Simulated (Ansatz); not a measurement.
`CO/C(C)=C\F` + HCl → `C/C(Cl)=C/F` + CH₃OH  (substitution at a C–O bond)

Program: Ansatz. Geometries: PBE0-D4/def2-TZVP. ΔE: electronic, gas phase. CCSD(T)/CBS is the MP2 limit (def2-TZVPP, def2-QZVPP) plus CCSD(T) − MP2 in def2-TZVPP, frozen cores. This one scheme is used for every species. Double bonds are as drawn, so ΔE can hold a change between cis and trans. Functionals use def2-TZVPP. B3LYP here is the variant with VWN-RPA as its local correlation; programs differ in this. One conformer a species, not always the lowest.

(1) Is it downhill or uphill in electronic energy at CCSD(T)/CBS, and by how much? (Best estimate.)

(2) What do these levels give: B3LYP-D4, ωB97M-V, r2SCAN, B3LYP, MP2/def2-TZVPP, CCSD/def2-TZVPP, CCSD(T)/def2-TZVPP, HF/def2-QZVPP, MP2/def2-QZVPP, HF/CBS(def2), MP2/CBS(def2), CCSD/CBS(def2)? (Estimate.)

Largest T1 diagnostic among the species: 0.012.

Answers

(1) Computed: Nearly level: ΔE = +0.01 eV.

(2) Ansatz gave: B3LYP-D4 0.05, ωB97M-V 0.04, r2SCAN 0.03, B3LYP 0.02, MP2/def2-TZVPP -0.01, CCSD/def2-TZVPP 0.06, CCSD(T)/def2-TZVPP 0.05, HF/def2-QZVPP 0.07, MP2/def2-QZVPP -0.04, HF/CBS(def2) 0.07, MP2/CBS(def2) -0.05, CCSD/CBS(def2) 0.01 eV.
